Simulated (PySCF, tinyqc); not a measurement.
Worked calculation (part 1 of 2): RHF in the sto-6g basis, for BH, spin multiplicity 1. The lowest restricted solution is unstable here: a spin-polarised one lies 0.0148 hartree lower (PySCF). Computed by tinyqc, a small Python program that keeps every step (integrals from PySCF). Settings: charge = 0, multiplicity = 1, basis = sto-6g, energy threshold = 1e-10, iteration cap = 73, orthogonalisation = canonical, start = atomic densities, DIIS depth = 6, damping = 0.3, method = RHF. Command: `OMP_NUM_THREADS=1 python tinyqc.py 23924 23925 out.jsonl` (the two numbers bound the seeds that draw the settings). One thread of a shared host (Intel(R) Xeon(R) Processor @ 2.60GHz), about 0.1 s of CPU time with the checks. Later iterations appear only in the table of the cycle.

## One-electron integrals

Geometry (angstrom):
```
atom         x         y         z
B     0.000000  0.000000  0.000000
H     0.000000  0.000000  1.113000
```

Basis sto-6g: exponents (1/bohr^2) and contraction coefficients of normalised primitives:
```
element  l (shell)    exponent  coefficient
B            s (1)  506.011147     0.009164
B            s (1)   92.776814     0.049362
B            s (1)   25.955658     0.168538
B            s (1)    8.916445     0.370563
B            s (1)    3.462507     0.416492
B            s (1)    1.426054     0.130334
B            s (2)   23.194575    -0.013253
B            s (2)    4.590810    -0.046992
B            s (2)    1.426819    -0.033785
B            s (2)    0.548948     0.250242
B            s (2)    0.238410     0.595117
B            s (2)    0.109280     0.240706
B            p (3)   23.194575     0.003760
B            p (3)    4.590810     0.037679
B            p (3)    1.426819     0.173897
B            p (3)    0.548948     0.418036
B            p (3)    0.238410     0.425859
B            p (3)    0.109280     0.101708
H            s (1)   35.523221     0.009164
H            s (1)    6.513144     0.049361
H            s (1)    1.822143     0.168538
H            s (1)    0.625955     0.370563
H            s (1)    0.243077     0.416492
H            s (1)    0.100112     0.130334
```

Overlap, kinetic and nuclear-attraction integrals over the contracted functions; the nuclear repulsion is the sum of Za Zb / Rab.

nuclear repulsion = 2.37725611 hartree

overlap S, order 1B 1s, 1B 2s, 1B 2px, 1B 2py, 1B 2pz, 2H 1s:
$$\begin{pmatrix}
1.000000 & 0.264891 & 0.000000 & 0.000000 & 0.000000 & 0.082101 \\
0.264891 & 1.000000 & 0.000000 & 0.000000 & 0.000000 & 0.516535 \\
0.000000 & 0.000000 & 1.000000 & 0.000000 & 0.000000 & 0.000000 \\
0.000000 & 0.000000 & 0.000000 & 1.000000 & 0.000000 & 0.000000 \\
0.000000 & 0.000000 & 0.000000 & 0.000000 & 1.000000 & 0.512711 \\
0.082101 & 0.516535 & 0.000000 & 0.000000 & 0.512711 & 1.000000
\end{pmatrix}$$

kinetic energy T (hartree), order 1B 1s, 1B 2s, 1B 2px, 1B 2py, 1B 2pz, 2H 1s:
$$\begin{pmatrix}
10.947243 & -0.333880 & 0.000000 & 0.000000 & 0.000000 & -0.008704 \\
-0.333880 & 0.374498 & 0.000000 & 0.000000 & 0.000000 & 0.108890 \\
0.000000 & 0.000000 & 1.125026 & 0.000000 & 0.000000 & 0.000000 \\
0.000000 & 0.000000 & 0.000000 & 1.125026 & 0.000000 & 0.000000 \\
0.000000 & 0.000000 & 0.000000 & 0.000000 & 1.125026 & 0.269253 \\
-0.008704 & 0.108890 & 0.000000 & 0.000000 & 0.269253 & 0.768522
\end{pmatrix}$$

nuclear attraction V (hartree), order 1B 1s, 1B 2s, 1B 2px, 1B 2py, 1B 2pz, 2H 1s:
$$\begin{pmatrix}
-23.867172 & -2.870128 & 0.000000 & 0.000000 & -0.022325 & -0.996546 \\
-2.870128 & -4.202985 & 0.000000 & 0.000000 & -0.176180 & -2.016856 \\
0.000000 & 0.000000 & -4.157822 & 0.000000 & 0.000000 & 0.000000 \\
0.000000 & 0.000000 & 0.000000 & -4.157822 & 0.000000 & 0.000000 \\
-0.022325 & -0.176180 & 0.000000 & 0.000000 & -4.292825 & -1.944946 \\
-0.996546 & -2.016856 & 0.000000 & 0.000000 & -1.944946 & -3.570260
\end{pmatrix}$$

core Hamiltonian H = T + V (hartree), order 1B 1s, 1B 2s, 1B 2px, 1B 2py, 1B 2pz, 2H 1s:
$$\begin{pmatrix}
-12.919929 & -3.204008 & 0.000000 & 0.000000 & -0.022325 & -1.005250 \\
-3.204008 & -3.828487 & 0.000000 & 0.000000 & -0.176180 & -1.907966 \\
0.000000 & 0.000000 & -3.032795 & 0.000000 & 0.000000 & 0.000000 \\
0.000000 & 0.000000 & 0.000000 & -3.032795 & 0.000000 & 0.000000 \\
-0.022325 & -0.176180 & 0.000000 & 0.000000 & -3.167798 & -1.675693 \\
-1.005250 & -1.907966 & 0.000000 & 0.000000 & -1.675693 & -2.801738
\end{pmatrix}$$

## Two-electron integrals

Functions are numbered as in S; the eight-fold symmetry (ij|kl) = (ji|kl) = (kl|ij) leaves the list below.

Two-electron integrals (ij|kl) in chemists' order, unique and non-zero (hartree):
```
(11|11) 2.924993   (21|11) 0.480756   (21|21) 0.099484   (22|11) 0.743449
(22|21) 0.188967   (22|22) 0.544922   (31|31) 0.021096   (32|31) 0.030854
(32|32) 0.120443   (33|11) 0.743450   (33|21) 0.188967   (33|22) 0.544922
(33|33) 0.587109   (41|41) 0.021096   (42|41) 0.030854   (42|42) 0.120443
(43|43) 0.031641   (44|11) 0.743450   (44|21) 0.188967   (44|22) 0.544922
(44|33) 0.523827   (44|44) 0.587109   (51|51) 0.021096   (52|51) 0.030854
(52|52) 0.120443   (53|53) 0.031641   (54|54) 0.031641   (55|11) 0.743450
(55|21) 0.188967   (55|22) 0.544922   (55|33) 0.523827   (55|44) 0.523827
(55|55) 0.587109   (61|11) 0.155621   (61|21) 0.031124   (61|22) 0.058387
(61|33) 0.058068   (61|44) 0.058068   (61|51) 0.002433   (61|52) 0.004571
(61|55) 0.059023   (61|61) 0.010102   (62|11) 0.319396   (62|21) 0.082233
(62|22) 0.254878   (62|33) 0.248209   (62|44) 0.248209   (62|51) 0.009577
(62|52) 0.052830   (62|55) 0.268214   (62|61) 0.027126   (62|62) 0.155288
(63|31) 0.009339   (63|32) 0.040565   (63|53) 0.010311   (63|63) 0.018788
(64|41) 0.009339   (64|42) 0.040565   (64|54) 0.010311   (64|64) 0.018788
(65|11) 0.281455   (65|21) 0.073601   (65|22) 0.240446   (65|33) 0.227701
(65|44) 0.227701   (65|51) 0.016807   (65|52) 0.086499   (65|55) 0.265935
(65|61) 0.025728   (65|62) 0.172222   (65|65) 0.205786   (66|11) 0.465131
(66|21) 0.122319   (66|22) 0.422991   (66|33) 0.397814   (66|44) 0.397814
(66|51) 0.019016   (66|52) 0.132464   (66|55) 0.473344   (66|61) 0.041602
(66|62) 0.315703   (66|65) 0.383149   (66|66) 0.774999
```

## Orthogonalisation

S = U s U^T; canonical form X = U s^(-1/2), so that X^T S X = 1. Each column of U has its largest component positive (the first on a tie).

eigenvalues of S: [0.263764, 0.798543, 1.000000, 1.000000, 1.159885, 1.777808]

X, order 1B 1s, 1B 2s, 1B 2px, 1B 2py, 1B 2pz, 2H 1s:
$$\begin{pmatrix}
0.218084 & 0.807500 & 0.000000 & 0.000000 & 0.589322 & 0.189635 \\
-1.023739 & -0.552573 & 0.000000 & 0.000000 & 0.410040 & 0.400194 \\
0.000000 & 0.000000 & -0.394898 & 0.918725 & 0.000000 & 0.000000 \\
0.000000 & 0.000000 & 0.918725 & 0.394898 & 0.000000 & 0.000000 \\
-0.938276 & 0.505420 & 0.000000 & 0.000000 & -0.562132 & 0.333127 \\
1.347334 & -0.198592 & 0.000000 & 0.000000 & -0.175297 & 0.505371
\end{pmatrix}$$

Within a degenerate level the vectors are fixed only up to a rotation; this is one choice.

## Starting guess

The start is atomic minimal-basis densities projected into this basis (PySCF's MINAO start) and scaled to the electron count of each spin; this density is not idempotent, so its energy is not variational and may lie below the converged one.

D at the start, order 1B 1s, 1B 2s, 1B 2px, 1B 2py, 1B 2pz, 2H 1s:
$$\begin{pmatrix}
2.173257 & -0.542393 & 0.000000 & 0.000000 & 0.021227 & -0.043179 \\
-0.542393 & 2.052696 & 0.000000 & 0.000000 & -0.069997 & 0.162523 \\
0.000000 & 0.000000 & 0.320716 & 0.000000 & 0.000000 & 0.000000 \\
0.000000 & 0.000000 & 0.000000 & 0.320716 & 0.000000 & 0.000000 \\
0.021227 & -0.069997 & 0.000000 & 0.000000 & 0.281286 & 0.046202 \\
-0.043179 & 0.162523 & 0.000000 & 0.000000 & 0.046202 & 0.930496
\end{pmatrix}$$

## Iteration 1: building the Fock matrix

J_ij = sum D_kl (ij|kl), K_ij = sum D_kl (ik|jl); F = H + J - 0.5 K; E = tr D H + tr D J / 2 - 0.25 tr D K + E_nn.

Coulomb J (hartree), order 1B 1s, 1B 2s, 1B 2px, 1B 2py, 1B 2pz, 2H 1s:
$$\begin{pmatrix}
8.596503 & 1.643801 & 0.000000 & 0.000000 & 0.018726 & 0.526636 \\
1.643801 & 3.525701 & 0.000000 & 0.000000 & 0.132476 & 1.713584 \\
0.000000 & 0.000000 & 3.499787 & 0.000000 & 0.000000 & 0.000000 \\
0.000000 & 0.000000 & 0.000000 & 3.499787 & 0.000000 & 0.000000 \\
0.018726 & 0.132476 & 0.000000 & 0.000000 & 3.577525 & 1.664149 \\
0.526636 & 1.713584 & 0.000000 & 0.000000 & 1.664149 & 2.972572
\end{pmatrix}$$

exchange K (hartree), order 1B 1s, 1B 2s, 1B 2px, 1B 2py, 1B 2pz, 2H 1s:
$$\begin{pmatrix}
6.065223 & 1.037579 & 0.000000 & 0.000000 & 0.028733 & 0.372351 \\
1.037579 & 1.466033 & 0.000000 & 0.000000 & 0.178806 & 0.941405 \\
0.000000 & 0.000000 & 0.497766 & 0.000000 & 0.000000 & 0.000000 \\
0.000000 & 0.000000 & 0.000000 & 0.497766 & 0.000000 & 0.000000 \\
0.028733 & 0.178806 & 0.000000 & 0.000000 & 0.687771 & 0.599738 \\
0.372351 & 0.941405 & 0.000000 & 0.000000 & 0.599738 & 1.213768
\end{pmatrix}$$

Fock matrix F (hartree), order 1B 1s, 1B 2s, 1B 2px, 1B 2py, 1B 2pz, 2H 1s:
$$\begin{pmatrix}
-7.356037 & -2.078996 & 0.000000 & 0.000000 & -0.017965 & -0.664789 \\
-2.078996 & -1.035803 & 0.000000 & 0.000000 & -0.133107 & -0.665085 \\
0.000000 & 0.000000 & 0.218109 & 0.000000 & 0.000000 & 0.000000 \\
0.000000 & 0.000000 & 0.000000 & 0.218109 & 0.000000 & 0.000000 \\
-0.017965 & -0.133107 & 0.000000 & 0.000000 & 0.065842 & -0.311412 \\
-0.664789 & -0.665085 & 0.000000 & 0.000000 & -0.311412 & -0.436050
\end{pmatrix}$$

total energy of this density = -25.04461233 hartree

This density is the starting one; it is not idempotent, so its energy is not variational and may lie below the converged one.

## Iteration 1: diagonalisation and new density

Diagonalise F' = X^T F X, C = X C', fill 3 alpha and 3 beta electrons from the bottom; D = 2 C_occ C_occ^T; the new density keeps 0.3 of the old one (damping). Each column has its largest component positive (the first on a tie).

F' = X^T F X (hartree):
$$\begin{pmatrix}
0.742344 & -0.419876 & 0.000000 & 0.000000 & -0.122363 & -0.127664 \\
-0.419876 & -3.068440 & 0.000000 & 0.000000 & -3.222785 & -1.372104 \\
0.000000 & 0.000000 & 0.218109 & 0.000000 & 0.000000 & 0.000000 \\
0.000000 & 0.000000 & 0.000000 & 0.218109 & 0.000000 & 0.000000 \\
-0.122363 & -3.222785 & 0.000000 & 0.000000 & -3.481402 & -1.767979 \\
-0.127664 & -1.372104 & 0.000000 & 0.000000 & -1.767979 & -1.389095
\end{pmatrix}$$

orbital energies (hartree): MO1 -7.358805, MO2 -0.626378, MO3 -0.033199, MO4 0.218109, MO5 0.218109, MO6 0.821790

coefficients C, order 1B 1s, 1B 2s, 1B 2px, 1B 2py, 1B 2pz, 2H 1s:
$$\begin{pmatrix}
0.994193 & -0.233658 & -0.160704 & 0.000000 & 0.000000 & 0.118474 \\
0.022300 & 0.675532 & 0.737023 & 0.000000 & 0.000000 & -0.825605 \\
0.000000 & 0.000000 & 0.000000 & 0.890432 & -0.455116 & 0.000000 \\
0.000000 & 0.000000 & 0.000000 & 0.455116 & 0.890432 & 0.000000 \\
0.004507 & 0.117458 & -0.560226 & 0.000000 & 0.000000 & -1.111354 \\
-0.003649 & 0.453215 & -0.511908 & 0.000000 & 0.000000 & 1.293603
\end{pmatrix}$$

D after iteration 1, order 1B 1s, 1B 2s, 1B 2px, 1B 2py, 1B 2pz, 2H 1s:
$$\begin{pmatrix}
2.148355 & -0.518479 & 0.000000 & 0.000000 & 0.100260 & -0.051117 \\
-0.518479 & 2.015869 & 0.000000 & 0.000000 & -0.487832 & -0.050934 \\
0.000000 & 0.000000 & 0.096215 & 0.000000 & 0.000000 & 0.000000 \\
0.000000 & 0.000000 & 0.000000 & 0.096215 & 0.000000 & 0.000000 \\
0.100260 & -0.487832 & 0.000000 & 0.000000 & 0.543123 & 0.489862 \\
-0.051117 & -0.050934 & 0.000000 & 0.000000 & 0.489862 & 0.933601
\end{pmatrix}$$

Within a degenerate level the vectors are fixed only up to a rotation; this is one choice.

## Iteration 2: building the Fock matrix

As before.

Coulomb J (hartree), order 1B 1s, 1B 2s, 1B 2px, 1B 2py, 1B 2pz, 2H 1s:
$$\begin{pmatrix}
8.492494 & 1.624348 & 0.000000 & 0.000000 & 0.007122 & 0.519263 \\
1.624348 & 3.499096 & 0.000000 & 0.000000 & 0.091239 & 1.703396 \\
0.000000 & 0.000000 & 3.454388 & 0.000000 & 0.000000 & 0.000000 \\
0.000000 & 0.000000 & 0.000000 & 3.454388 & 0.000000 & 0.000000 \\
0.007122 & 0.091239 & 0.000000 & 0.000000 & 3.588507 & 1.659426 \\
0.519263 & 1.703396 & 0.000000 & 0.000000 & 1.659426 & 2.995836
\end{pmatrix}$$

exchange K (hartree), order 1B 1s, 1B 2s, 1B 2px, 1B 2py, 1B 2pz, 2H 1s:
$$\begin{pmatrix}
5.994201 & 1.006594 & 0.000000 & 0.000000 & 0.012091 & 0.346027 \\
1.006594 & 1.367226 & 0.000000 & 0.000000 & 0.012811 & 0.834212 \\
0.000000 & 0.000000 & 0.355397 & 0.000000 & 0.000000 & 0.000000 \\
0.000000 & 0.000000 & 0.000000 & 0.355397 & 0.000000 & 0.000000 \\
0.012091 & 0.012811 & 0.000000 & 0.000000 & 1.023220 & 0.757953 \\
0.346027 & 0.834212 & 0.000000 & 0.000000 & 0.757953 & 1.321631
\end{pmatrix}$$

Fock matrix F (hartree), order 1B 1s, 1B 2s, 1B 2px, 1B 2py, 1B 2pz, 2H 1s:
$$\begin{pmatrix}
-7.424536 & -2.082957 & 0.000000 & 0.000000 & -0.021248 & -0.659001 \\
-2.082957 & -1.013005 & 0.000000 & 0.000000 & -0.091346 & -0.621676 \\
0.000000 & 0.000000 & 0.243895 & 0.000000 & 0.000000 & 0.000000 \\
0.000000 & 0.000000 & 0.000000 & 0.243895 & 0.000000 & 0.000000 \\
-0.021248 & -0.091346 & 0.000000 & 0.000000 & -0.090901 & -0.395243 \\
-0.659001 & -0.621676 & 0.000000 & 0.000000 & -0.395243 & -0.466718
\end{pmatrix}$$

total energy of this density = -24.96844610 hartree

This density is a damped mixture and is not idempotent, and it still holds part of the atomic start, so its energy may lie below the converged one.

## Iteration 2: DIIS over 2 matrices

error matrix X^T (FDS - SDF) X:
$$\begin{pmatrix}
0.000000 & 0.110506 & 0.000000 & 0.000000 & 0.005156 & 0.046153 \\
-0.110506 & 0.000000 & 0.000000 & 0.000000 & 0.012190 & -0.179309 \\
0.000000 & 0.000000 & 0.000000 & 0.000000 & 0.000000 & 0.000000 \\
0.000000 & 0.000000 & 0.000000 & 0.000000 & 0.000000 & 0.000000 \\
-0.005156 & -0.012190 & 0.000000 & 0.000000 & 0.000000 & -0.093958 \\
-0.046153 & 0.179309 & 0.000000 & 0.000000 & 0.093958 & 0.000000
\end{pmatrix}$$

B (overlaps of the stored error matrices):
$$\begin{pmatrix}
1.0457237e+00 & 3.2919841e-01 \\
3.2919841e-01 & 1.1099299e-01
\end{pmatrix}$$

Minimise |sum c_i e_i|^2 with sum c_i = 1: solve [B -1; -1 0][c; lambda] = [0; -1] with B_ij = tr e_i^T e_j, and take F = sum c_i F_i.

DIIS coefficients: [-0.437882, 1.437882]

extrapolated F (hartree), order 1B 1s, 1B 2s, 1B 2px, 1B 2py, 1B 2pz, 2H 1s:
$$\begin{pmatrix}
-7.454530 & -2.084692 & 0.000000 & 0.000000 & -0.022686 & -0.656466 \\
-2.084692 & -1.003022 & 0.000000 & 0.000000 & -0.073060 & -0.602668 \\
0.000000 & 0.000000 & 0.255186 & 0.000000 & 0.000000 & 0.000000 \\
0.000000 & 0.000000 & 0.000000 & 0.255186 & 0.000000 & 0.000000 \\
-0.022686 & -0.073060 & 0.000000 & 0.000000 & -0.159535 & -0.431951 \\
-0.656466 & -0.602668 & 0.000000 & 0.000000 & -0.431951 & -0.480147
\end{pmatrix}$$

## Iteration 2: diagonalisation and new density

As before.

F' = X^T F X (hartree):
$$\begin{pmatrix}
0.750858 & -0.421113 & 0.000000 & 0.000000 & -0.116227 & -0.139207 \\
-0.421113 & -3.179049 & 0.000000 & 0.000000 & -3.186750 & -1.471951 \\
0.000000 & 0.000000 & 0.255186 & 0.000000 & 0.000000 & 0.000000 \\
0.000000 & 0.000000 & 0.000000 & 0.255186 & 0.000000 & 0.000000 \\
-0.116227 & -3.186750 & 0.000000 & 0.000000 & -3.644424 & -1.682972 \\
-0.139207 & -1.471951 & 0.000000 & 0.000000 & -1.682972 & -1.422855
\end{pmatrix}$$

orbital energies (hartree): MO1 -7.456597, MO2 -0.603985, MO3 -0.256162, MO4 0.255186, MO5 0.255186, MO6 0.821274

coefficients C, order 1B 1s, 1B 2s, 1B 2px, 1B 2py, 1B 2pz, 2H 1s:
$$\begin{pmatrix}
0.995064 & -0.200659 & -0.191135 & 0.000000 & 0.000000 & 0.126213 \\
0.019920 & 0.547170 & 0.804608 & 0.000000 & 0.000000 & -0.857019 \\
0.000000 & 0.000000 & 0.000000 & 0.959269 & -0.282493 & 0.000000 \\
0.000000 & 0.000000 & 0.000000 & 0.282493 & 0.959269 & 0.000000 \\
0.006032 & 0.223155 & -0.580839 & 0.000000 & 0.000000 & -1.084237 \\
-0.005895 & 0.521396 & -0.367822 & 0.000000 & 0.000000 & 1.316698
\end{pmatrix}$$

D after iteration 2, order 1B 1s, 1B 2s, 1B 2px, 1B 2py, 1B 2pz, 2H 1s:
$$\begin{pmatrix}
2.138234 & -0.496810 & 0.000000 & 0.000000 & 0.131219 & -0.071594 \\
-0.496810 & 1.930820 & 0.000000 & 0.000000 & -0.629523 & -0.030370 \\
0.000000 & 0.000000 & 0.028864 & 0.000000 & 0.000000 & 0.000000 \\
0.000000 & 0.000000 & 0.000000 & 0.028864 & 0.000000 & 0.000000 \\
0.131219 & -0.629523 & 0.000000 & 0.000000 & 0.705029 & 0.608905 \\
-0.071594 & -0.030370 & 0.000000 & 0.000000 & 0.608905 & 0.850135
\end{pmatrix}$$

Within a degenerate level the vectors are fixed only up to a rotation; this is one choice.

## Iteration 3: building the Fock matrix

As before.

Coulomb J (hartree), order 1B 1s, 1B 2s, 1B 2px, 1B 2py, 1B 2pz, 2H 1s:
$$\begin{pmatrix}
8.475671 & 1.622284 & 0.000000 & 0.000000 & 0.002393 & 0.518016 \\
1.622284 & 3.498273 & 0.000000 & 0.000000 & 0.070542 & 1.697592 \\
0.000000 & 0.000000 & 3.447536 & 0.000000 & 0.000000 & 0.000000 \\
0.000000 & 0.000000 & 0.000000 & 3.447536 & 0.000000 & 0.000000 \\
0.002393 & 0.070542 & 0.000000 & 0.000000 & 3.599745 & 1.651275 \\
0.518016 & 1.697592 & 0.000000 & 0.000000 & 1.651275 & 2.984962
\end{pmatrix}$$

exchange K (hartree), order 1B 1s, 1B 2s, 1B 2px, 1B 2py, 1B 2pz, 2H 1s:
$$\begin{pmatrix}
5.972188 & 0.999896 & 0.000000 & 0.000000 & 0.007287 & 0.338716 \\
0.999896 & 1.338072 & 0.000000 & 0.000000 & -0.042481 & 0.803425 \\
0.000000 & 0.000000 & 0.311900 & 0.000000 & 0.000000 & 0.000000 \\
0.000000 & 0.000000 & 0.000000 & 0.311900 & 0.000000 & 0.000000 \\
0.007287 & -0.042481 & 0.000000 & 0.000000 & 1.153903 & 0.801713 \\
0.338716 & 0.803425 & 0.000000 & 0.000000 & 0.801713 & 1.330890
\end{pmatrix}$$

Fock matrix F (hartree), order 1B 1s, 1B 2s, 1B 2px, 1B 2py, 1B 2pz, 2H 1s:
$$\begin{pmatrix}
-7.430351 & -2.081672 & 0.000000 & 0.000000 & -0.023575 & -0.656592 \\
-2.081672 & -0.999251 & 0.000000 & 0.000000 & -0.084398 & -0.612086 \\
0.000000 & 0.000000 & 0.258791 & 0.000000 & 0.000000 & 0.000000 \\
0.000000 & 0.000000 & 0.000000 & 0.258791 & 0.000000 & 0.000000 \\
-0.023575 & -0.084398 & 0.000000 & 0.000000 & -0.145005 & -0.425274 \\
-0.656592 & -0.612086 & 0.000000 & 0.000000 & -0.425274 & -0.482221
\end{pmatrix}$$

total energy of this density = -24.98389364 hartree

This density is a damped mixture and is not idempotent, and it still holds part of the atomic start, so its energy may lie below the converged one.

## Iteration 3: DIIS over 3 matrices

error matrix X^T (FDS - SDF) X:
$$\begin{pmatrix}
0.000000 & 0.045758 & 0.000000 & 0.000000 & -0.004987 & 0.014724 \\
-0.045758 & 0.000000 & 0.000000 & 0.000000 & 0.003512 & -0.054545 \\
0.000000 & 0.000000 & 0.000000 & 0.000000 & 0.000000 & 0.000000 \\
0.000000 & 0.000000 & 0.000000 & 0.000000 & 0.000000 & 0.000000 \\
0.004987 & -0.003512 & 0.000000 & 0.000000 & 0.000000 & -0.026951 \\
-0.014724 & 0.054545 & 0.000000 & 0.000000 & 0.026951 & 0.000000
\end{pmatrix}$$

B (overlaps of the stored error matrices):
$$\begin{pmatrix}
1.0457237e+00 & 3.2919841e-01 & 1.0295684e-01 \\
3.2919841e-01 & 1.1099299e-01 & 3.6131648e-02 \\
1.0295684e-01 & 3.6131648e-02 & 1.2098633e-02
\end{pmatrix}$$

As before.

DIIS coefficients: [0.100096, -0.871037, 1.770941]

extrapolated F (hartree), order 1B 1s, 1B 2s, 1B 2px, 1B 2py, 1B 2pz, 2H 1s:
$$\begin{pmatrix}
-7.427978 & -2.080284 & 0.000000 & 0.000000 & -0.025040 & -0.655315 \\
-2.080284 & -0.990929 & 0.000000 & 0.000000 & -0.083221 & -0.609038 \\
0.000000 & 0.000000 & 0.267694 & 0.000000 & 0.000000 & 0.000000 \\
0.000000 & 0.000000 & 0.000000 & 0.267694 & 0.000000 & 0.000000 \\
-0.025040 & -0.083221 & 0.000000 & 0.000000 & -0.171026 & -0.440035 \\
-0.655315 & -0.609038 & 0.000000 & 0.000000 & -0.440035 & -0.491103
\end{pmatrix}$$
